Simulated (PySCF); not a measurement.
# ClH2MgN, a cluster of ions: interaction energy

The task here is to estimate one member of a computed series from the others.

Computed with PySCF 2.14.0; each step states its level. No surroundings beyond the atoms listed, unless a continuum is named. Atoms count from 0, parts from 1.

### The system as given

5 atoms, charge 0, multiplicity 1; geometry: GFN2-xTB. Parts: 1 = atoms 0–1, `[Mg+][Cl]`, charge 1; 2 = atoms 2–4, `[NH2-]`, charge -1.

The first run:

The job: settings as JSON, then the geometry in Å.

```
{"job": {"xc": "PBE0", "basis": "def2-SVPD", "d3": "d3bj", "grid": 2, "kind": "geom"}, "charge": 0, "multiplicity": 1, "parts": [{"atoms": "0-1", "charge": 1, "multiplicity": 1}, {"atoms": "2-4", "charge": -1, "multiplicity": 1}]}
Mg     0.095031    -0.410976     1.447055
Cl    -0.339680     0.115676    -0.575969
N     -0.924216    -1.200043     2.834565
H     -1.864601    -1.430880     2.527566
H     -0.549211    -2.046629     3.248293
```

Run with:

```bash
OMP_NUM_THREADS=1 python cluster_run.py task.json out
```

One launch serves the whole session: the jobs run in the order shown.

Among the steps run: Relaxing the molecule at PBE0-D3(BJ)/def2-SVPD; Coupled-cluster interaction energy: CCSD(T) and MP2.

One table of the session follows, with a row left open; its other results are not shown here.

It belongs to the step «Coupled-cluster interaction energy: CCSD(T) and MP2». 

| method | interaction energy (kcal/mol) |
| --- | --- |
| HF/aug-cc-pVDZ | -251.89 |
| MP2/aug-cc-pVDZ | -241.80 |
| CCSD/aug-cc-pVDZ | -244.05 |
| CCSD(T)/aug-cc-pVDZ | -242.21 |
| HF/aug-cc-pVTZ | -253.13 |
| MP2/aug-cc-pVTZ | ? |
| SCS-MP2/aug-cc-pVTZ | -244.50 |
| MP2, extrapolated | -244.86 |
| CCSD(T), limit estimate | -245.27 |

**Question.** Estimate the row for MP2/aug-cc-pVTZ.

**Answer.** interaction energy (kcal/mol): -244.33. In the column «interaction energy (kcal/mol)» it lies between SCS-MP2/aug-cc-pVTZ (-244.50) and CCSD/aug-cc-pVDZ (-244.05).

In this run the core of Mg (2s2p) is correlated, in a basis without core functions; only the other cores are frozen.

Limits of these values: The interaction energy leaves out the deformation of the parts, 1.95 kcal/mol (MP2); added to the CCSD(T) estimate it gives a binding of about -243.3 kcal/mol. Tight-binding geometries are rough for metal atoms; that holds for every run here that uses one unrelaxed.
